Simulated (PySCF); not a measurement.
# CH3NS (thioformamide) at PBE/aug-cc-pVDZ

Aim: the energy change on altering one bond length of CH3NS (thioformamide) at PBE/aug-cc-pVDZ, from 2 runs. 

The calculation is run with PySCF 2.14.0.

1 further run of the same task is left out (set aside as unsound or not needed).

## Step 1: Starting point

The species is CH3NS (6 atoms), meant as a singlet with charge 0. As SMILES, `NC=S`. The shape is that of a PBE0-D4/def2-TZVP optimisation. This is one conformer, not always the lowest.

Bond lengths: N1–C2 1.334 Å, C2–S3 1.630 Å, N1–H4 1.007 Å, N1–H5 1.005 Å, C2–H6 1.092 Å. Angles: N1–C2–S3 126.0°, N1–C2–H6 112.7°, S3–C2–H6 121.3°, C2–N1–H4 119.2°, C2–N1–H5 121.6°, H4–N1–H5 119.2°.

## Step 2: A single-point energy at PBE/aug-cc-pVDZ

The input, input.xyz:

```xyz
6
CH3NS
N     -0.636300    -0.048520    -0.353380
C      0.513110     0.141070     0.297200
S      1.569440    -1.020450     0.735440
H     -0.905950    -0.983900    -0.612500
H     -1.239950     0.718840    -0.591650
H      0.699650     1.192950     0.524900
```

The input, input.py:

```python
from pyscf import gto, dft

mol = gto.M(
    atom='input.xyz',
    basis='aug-cc-pvdz',
    verbose=3,
    max_memory=1860,
)

calc0 = dft.RKS(mol)
calc0.xc = 'pbe'
calc0.grids.level = 5
calc0.conv_tol = 1e-10
calc0.kernel()
if not calc0.converged:
    calc0 = calc0.newton().run(calc0.mo_coeff, calc0.mo_occ)

etot = calc0.e_tot
print(f'total energy: {etot:.8f} hartree')
```

Launch:

```console
$ OMP_NUM_THREADS=1 python input.py
```

Output:

```text
converged SCF energy = -492.584922079902
total energy: -492.58492208 hartree
```

It took 16 s on 1 thread of Arm Neoverse V1, shared host; peak memory 0.5 GiB.

## Step 3: The distorted shape, same level

The input, calc.py:

```python
from pyscf import gto, dft

mol = gto.M(
    atom='''
N   -1.210969  -0.143309  -0.678650
C    0.513110   0.141070   0.297200
S    1.569440  -1.020450   0.735440
H   -1.480619  -1.078689  -0.937770
H   -1.814619   0.624051  -0.916920
H    0.699650   1.192950   0.524900
''',
    verbose=4,
    max_memory=1860,
    basis='aug-cc-pvdz',
)

calc0 = dft.RKS(mol)
calc0.xc = 'pbe'
calc0.conv_tol = 1e-10
calc0.grids.level = 5
calc0.kernel()
if not calc0.converged:
    calc0 = calc0.newton().run(calc0.mo_coeff, calc0.mo_occ)

energy = calc0.e_tot
print('Final energy', energy)
```

Launch:

```console
$ OMP_NUM_THREADS=1 python calc.py
```

Output:

```text
PySCF version 2.14.0

[INPUT] num. atoms = 6
[INPUT] num. electrons = 32
[INPUT] charge = 0
[INPUT] spin (= nelec alpha-beta = 2S) = 0
[INPUT] symmetry False subgroup None
[INPUT] Mole.unit = angstrom
[INPUT] Symbol           X                Y                Z      unit          X                Y                Z       unit  Magmom
[INPUT]  1 N     -1.210969000000  -0.143309000000  -0.678650000000 AA   -2.288399755338  -0.270814761185  -1.282462634436 Bohr   0.0
[INPUT]  2 C      0.513110000000   0.141070000000   0.297200000000 AA    0.969637371776   0.266583664392   0.561626604221 Bohr   0.0
[INPUT]  3 S      1.569440000000  -1.020450000000   0.735440000000 AA    2.965811768937  -1.928371023812   1.389780181050 Bohr   0.0
[INPUT]  4 H     -1.480619000000  -1.078689000000  -0.937770000000 AA   -2.797964404827  -2.038426783581  -1.772128467833 Bohr   0.0
[INPUT]  5 H     -1.814619000000   0.624051000000  -0.916920000000 AA   -3.429132930432   1.179285477761  -1.732727678136 Bohr   0.0
[INPUT]  6 H      0.699650000000   1.192950000000   0.524900000000 AA    1.322146883052   2.254348780300   0.991917242784 Bohr   0.0

nuclear repulsion = 83.3100661766914
number of shells = 39
number of NR pGTOs = 153
number of NR cGTOs = 100
basis = aug-cc-pvdz
ecp = {}

******** <class 'pyscf.dft.rks.RKS'> ********
method = RKS
initial guess = minao
damping factor = 0
level_shift factor = 0
DIIS = <class 'pyscf.scf.diis.CDIIS'>
diis_start_cycle = 1
diis_space = 8
diis_damp = 0
SCF conv_tol = 1e-10
SCF conv_tol_grad = None
SCF max_cycles = 50
direct_scf = True
direct_scf_tol = 1e-13
XC library pyscf.dft.libxc version 7.0.0
    S. Lehtola, C. Steigemann, M. J.T. Oliveira, and M. A.L. Marques.,  SoftwareX 7, 1–5 (2018)
XC functionals = pbe
    J. P. Perdew, K. Burke, and M. Ernzerhof.,  Phys. Rev. Lett. 77, 3865 (1996)
    J. P. Perdew, K. Burke, and M. Ernzerhof.,  Phys. Rev. Lett. 78, 1396 (1997)
    J. P. Perdew, K. Burke, and M. Ernzerhof.,  Phys. Rev. Lett. 77, 3865 (1996)
    J. P. Perdew, K. Burke, and M. Ernzerhof.,  Phys. Rev. Lett. 78, 1396 (1997)
radial grids:
    Treutler-Ahlrichs [JCP 102, 346 (1995); DOI:10.1063/1.469408] (M4) radial grids

becke partition: Becke, JCP 88, 2547 (1988); DOI:10.1063/1.454033
pruning grids: <function nwchem_prune>
grids dens level: 5
symmetrized grids: False
atomic radii adjust function: <function treutler_atomic_radii_adjust>
small_rho_cutoff = 0
Set gradient conv threshold to 1e-05
Initial guess from minao.
tot grids = 198760
init E= -492.462398723826
  HOMO = -0.266061522169863  LUMO = -0.14415114981836  gap/eV = 3.31735
cycle= 1 E= -492.410989401179  delta_E= 0.0514  |g|= 0.489  |ddm|= 2.76
  HOMO = -0.165966152985702  LUMO = -0.0563501668830746  gap/eV = 2.98280
cycle= 2 E= -490.38235646382  delta_E= 2.03  |g|= 2.17  |ddm|= 2.32
  HOMO = -0.186884925832723  LUMO = -0.0879807685491651  gap/eV = 2.69132
cycle= 3 E= -492.363459975095  delta_E= -1.98  |g|= 0.531  |ddm|= 2.37
  HOMO = -0.198200647173284  LUMO = -0.10271415389972  gap/eV = 2.59832
cycle= 4 E= -492.450098995959  delta_E= -0.0866  |g|= 0.288  |ddm|= 0.739
  HOMO = -0.217286108274585  LUMO = -0.135309908438593  gap/eV = 2.23069
cycle= 5 E= -492.469916685559  delta_E= -0.0198  |g|= 0.145  |ddm|= 0.338
  HOMO = -0.204875497522793  LUMO = -0.127815057273127  gap/eV = 2.09692
cycle= 6 E= -492.47596861764  delta_E= -0.00605  |g|= 0.0111  |ddm|= 0.135
  HOMO = -0.205655450177918  LUMO = -0.127438468449004  gap/eV = 2.12839
cycle= 7 E= -492.475965341582  delta_E= 3.28e-06  |g|= 0.0103  |ddm|= 0.0189
  HOMO = -0.205201591210198  LUMO = -0.12750274389844  gap/eV = 2.11429
cycle= 8 E= -492.475998335503  delta_E= -3.3e-05  |g|= 0.00374  |ddm|= 0.00766
  HOMO = -0.204965275011769  LUMO = -0.12753586523695  gap/eV = 2.10696
cycle= 9 E= -492.476003117209  delta_E= -4.78e-06  |g|= 0.000422  |ddm|= 0.00405
  HOMO = -0.204945380491857  LUMO = -0.127525006121715  gap/eV = 2.10672
cycle= 10 E= -492.476003160809  delta_E= -4.36e-08  |g|= 0.000155  |ddm|= 0.000391
  HOMO = -0.204943630179392  LUMO = -0.127534270928026  gap/eV = 2.10642
cycle= 11 E= -492.47600316878  delta_E= -7.97e-09  |g|= 3e-05  |ddm|= 0.000161
  HOMO = -0.204943979126996  LUMO = -0.12753422199831  gap/eV = 2.10643
cycle= 12 E= -492.47600316907  delta_E= -2.9e-10  |g|= 8.38e-06  |ddm|= 3.65e-05
  HOMO = -0.204943763515735  LUMO = -0.127534836800426  gap/eV = 2.10640
cycle= 13 E= -492.476003169098  delta_E= -2.81e-11  |g|= 6.54e-07  |ddm|= 1.06e-05
  HOMO = -0.204943928168379  LUMO = -0.12753469794936  gap/eV = 2.10641
Extra cycle  E= -492.476003169093  delta_E= 5.91e-12  |g|= 3.03e-06  |ddm|= 3.45e-06
converged SCF energy = -492.476003169093
Final energy -492.4760031690925
```

Run time: 18 s. Hardware: 1 thread of Arm Neoverse V1, shared host; peak memory 0.5 GiB.

## Step 4: Summary of results

Level: PBE/aug-cc-pVDZ.

| quantity | value |
| --- | --- |
| first shape: total energy | -492.58492 Eh |
| first shape: dipole moment | 4.31 D |
| first shape: HOMO energy | -5.13 eV |
| first shape: LUMO energy | -2.01 eV |
| first shape: HOMO–LUMO gap | 3.12 eV |
| distorted shape: total energy | -492.47600 Eh |
| distorted shape: dipole moment | 1.10 D |
| distorted shape: HOMO energy | -5.58 eV |
| distorted shape: LUMO energy | -3.47 eV |
| distorted shape: HOMO–LUMO gap | 2.11 eV |
| energy change with the N1–C2 bond stretched from 1.334 to 2.001 Å | 2.964 eV |

**Reading.** With the N1–C2 bond stretched from 1.334 to 2.001 Å the energy rises by 2.96 eV (286 kJ/mol). The first shape isn't relaxed at this level, so the change isn't measured from a minimum. A restricted reference can't describe the breaking bond well at this length. Mulliken charges (first shape) run from -0.43 on H6 to +0.52 on C2; in a basis this large or diffuse they mean little.
